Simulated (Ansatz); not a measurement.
# Pulling the pair apart

The pair of OH⁻ (SMILES [OH-], atoms 1–2) and CH5N (SMILES CN, atoms 3–9), both closed shells, in one local arrangement (a lower one may exist), relaxed at PBE0-D4/def2-TZVPD:

O1  (0.007, 0.175, -2.254)
H2  (-0.580, -0.379, -2.776)
C3  (0.419, -0.240, 1.071)
N4  (-0.722, 0.239, 0.327)
H5  (1.369, 0.291, 0.872)
H6  (0.598, -1.290, 0.812)
H7  (0.249, -0.205, 2.158)
H8  (-0.494, 0.180, -0.728)
H9  (-0.846, 1.229, 0.517)
(Å)

CH5N is shifted rigidly along the line between the mean atom positions of the two fragments (negative: closer). Counterpoise interaction energies in kcal/mol. Computed with Ansatz 0.2.0 (basis: def2-TZVPPD); correlated methods freeze the cores.

```tsv
shift (Å)	HF	wB97M-V	MP2
-0.16	-13.58	-17.93	-16.46
-0.08	-14.96	-18.97	-17.56
0.00	-15.73	-19.41	-18.06
0.08	-16.03	-19.41	-18.11
0.19	-15.91	-18.89	-17.67
0.40	-14.71	-17.04	-15.98
0.80	-11.36	-12.78	-12.03
1.61	-6.20	-6.71	-6.40
```

Q: What does CCSD(T) give at these shifts? (Judge from chemistry; the value comes from the calculation.)

A: Computed: -16.56, -17.69, -18.22, -18.29, -17.87, -16.20, -12.20, -6.46 kcal/mol. For zero shift, CCSD(T) at an estimated basis limit (MP2 extrapolated from triple and quadruple zeta, plus CCSD(T) − MP2 in triple zeta) gives -19.24 kcal/mol. These are counterpoise interaction energies, counted from the two frozen fragments.

No T1 diagnostic of these runs exceeds 0.017.

For scale, one of the runs: CCSD(T)/def2-TZVPPD, 216 basis functions, launched by `ansatz run in.yaml --threads 4 --pin off --events-out ev --progress --plain --max-ram 9574MiB`. Hardware: 4 CPU threads of an Arm Neoverse N1, shared host. Wall time 82 s; peak host memory 3.4 GiB.
